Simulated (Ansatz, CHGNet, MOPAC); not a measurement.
# How well does each level of theory give the lattice parameter c of litharge SnO?

Reference value: 4.835 Å (measured, temperature not stated, no zero-point or thermal correction; as tabulated in Electronic properties of the Sn1−xPbxO alloy and band alignment of the SnO/PbO …).

**Question.** Put these levels in order of the lattice parameter c that they give for litharge SnO, smallest first: CHGNet-r²SCAN (CHGNet), PBE0 (Ansatz, a program for electronic structure), PM7 semi-empirical Hartree-Fock (MOPAC) (MOPAC), r²SCAN-D4 (Ansatz).

**Answer.** r²SCAN-D4 (4.810 Å), PBE0 (5.023 Å), CHGNet-r²SCAN (5.475 Å), PM7 semi-empirical Hartree-Fock (MOPAC) (6.966 Å)

Differences against the reference: PM7 semi-empirical Hartree-Fock (MOPAC) +44 %, CHGNet-r²SCAN +13.2 %, r²SCAN-D4 -0.52 %, PBE0 +3.89 %.

The measured value isn't corrected to a static lattice, so vibrations enter the comparison. A static lattice is as a rule a little smaller than the measured one.  PBE0: the cell comes from a level without a dispersion term, which matters for the spacing of layers, chains or molecules. PM7 semi-empirical Hartree-Fock (MOPAC): the method was fitted mainly to molecules. PM7 semi-empirical Hartree-Fock (MOPAC): the run uses a supercell at the zone centre in place of a k mesh. Cutoffs and k meshes differ between the levels. Ansatz's density-functional and Hartree–Fock values are scalar-relativistic unless marked +SOC, with PAW data made under PBE.

Machine-learned potentials (CHGNet-r²SCAN) are trained on DFT data, which may include these solids.

Differences are worked out from the printed values.
